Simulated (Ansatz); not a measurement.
Input for Ansatz (development build ahead of 0.2.0):

```yaml
crystal:
  periodic: [false, false, false]
  atoms:
    - { symbol: C, position_ang: [0.00951, -0.02211, -0.80339] }
    - { symbol: C, position_ang: [0.03304, -0.02206, 0.78992] }
    - { symbol: H, position_ang: [-0.0065, -0.97485, -1.15836] }
    - { symbol: H, position_ang: [-0.89276, 0.51549, -1.11559] }
    - { symbol: H, position_ang: [0.88134, 0.56121, -1.17194] }
    - { symbol: H, position_ang: [-0.01466, 1.02776, 1.21276] }
    - { symbol: H, position_ang: [-0.93131, -0.50945, 1.1877] }
    - { symbol: H, position_ang: [0.89811, -0.56007, 1.15743] }
basis:
  gaussian: { orbitals: "6-31G" }
hamiltonian:
  xc: hf
correlation:
  method: mp2
  frozen_orbitals: { C: 1, H: 0 }
```

The input is written out in the form of the current development build from the run's settings.

Output:

```json
{
 "Converged": "yes",
 "Reference energy": "-79.18601 hartree",
 "Correlation energy": "-0.18990 hartree",
 "Total energy": "-79.37591 hartree",
 "Spin squared of the determinant": "0.000"
}
```
